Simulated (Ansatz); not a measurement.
Results of Hartree–Fock in Ansatz (plane waves, PAW) for fcc Sr.

Numerical settings: plane-wave cutoff 460 eV, 10×10×10 k mesh, Fermi–Dirac smearing 0.05 eV, scalar-relativistic PAW data made under PBE.

Pressure at four volumes; x = ln(V/68.632 Å³). One pressure is withheld.

```json
[
 {"V (Å³/atom)": "65.200", "x": "-0.0513", "P (GPa)": "0.562"},
 {"V (Å³/atom)": "68.632", "x": "0.0000", "P (GPa)": "0.022"},
 {"V (Å³/atom)": "70.348", "x": "0.0247", "P (GPa)": "-0.203"},
 {"V (Å³/atom)": "72.064", "x": "0.0488", "P (GPa)": "?"}
]
```

Task: Pass a parabola P(x) through the three rows shown, estimate the bulk modulus and its pressure derivative near zero pressure, and predict the withheld pressure.

Result: Slopes between the rows: (0.022 − (0.562))/(0.0000 − (-0.0513)) = -10.53 and (-0.203 − (0.022))/(0.0247 − (0.0000)) = -9.11 GPa. Their difference over the span 0.0760 is c = 1.42/0.0760 = 18.7 GPa, so P(x) = 0.562 + (-10.53)(x − (-0.0513)) + 18.7 (x − (-0.0513))(x − (0.0000)). At the middle row B = −dP/dx = −[-10.53 + 18.7 × 0.0513] = 9.6 GPa, and B′ = dB/dP = 2c/B = 3.9. At x = 0.0488 the parabola gives -0.401 GPa; the run gives -0.401 GPa. The Birch–Murnaghan fit to the energies at all volumes has B0 = 9.46 GPa and B′ = 3.9.

Measured, for comparison: bulk modulus 12.5 GPa (corrected for temperature and zero-point phonon effects, our sources range from 12.0 to 12.5; as tabulated in Levämäki et al. (2014), arXiv:1402.3671). Computed (rounded) less measured: bulk modulus -24 % (-21 % to -24 % over the range).

Note: the cell is over a tenth larger than the published one: the level's own overestimate first of all, though another phase or state, or a fault of the published cell, is possible.

Ansatz is a quantum-chemistry and plane-wave program.
